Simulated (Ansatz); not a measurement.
# Which method gave which barrier?

Saddle point of SiH$_{5}$SF, singlet (SiH₃F ([F][SiH3]) + H₂S → SiH₄S ([SiH3][SH]) + HF; bonds formed: Si1–S7, F2–H6; bonds broken: Si1–F2, H6–S7), PBE0-D4/def2-TZVP structure:

```xyz
8
angstrom
Si -0.5296 0.1434 -0.5820
F 1.2365 -0.5343 -0.8096
H -1.0643 -1.0169 -1.3266
H -1.7467 0.7089 0.0890
H -0.0401 1.3348 -1.3184
H 1.2306 -0.7272 0.4414
S 0.2538 -0.5738 1.5894
H 0.6598 0.6652 1.9169
```

Program: Ansatz 0.2.0. Basis: def2-TZVPP, with def2-QZVPP for the basis limit. Cores are frozen in the correlated methods. Extrapolation: Hartree–Fock as exp(−7.88 √X), correlation as X^−2.97. Four methods, as single points on the PBE0-D4 structures, gave these electronic barriers from the start structure: 1.455, 1.686, 2.018, 2.845 eV.

**Question.** The methods were, in alphabetical order, CCSD(T), HF, PBE-D4, r2SCAN-D4. Which gave which? (A judgement: the text doesn't fix the answer.)

**Answer.** By the calculation: PBE-D4 1.455; r2SCAN-D4 1.686; CCSD(T) 2.018; HF 2.845 eV. For comparison, CCSD(T) at an estimated basis limit (MP2 extrapolated from triple and quadruple zeta, plus CCSD(T) − MP2 in triple zeta) gives 1.982 eV.

No T1 diagnostic of these runs exceeds 0.013.

Labels in which every atom is bracketed show which atoms are joined, not bond orders.

For scale, one of the runs: CCSD(T)/def2-TZVPP, 185 basis functions, launched by `ansatz run in.yaml --threads 2 --pin off --events-out ev --progress --plain --max-ram 4352MiB`. Time: 41 s of wall clock on 2 CPU threads of an Arm Neoverse V1; the host was shared. Peak host memory: 1.8 GiB.
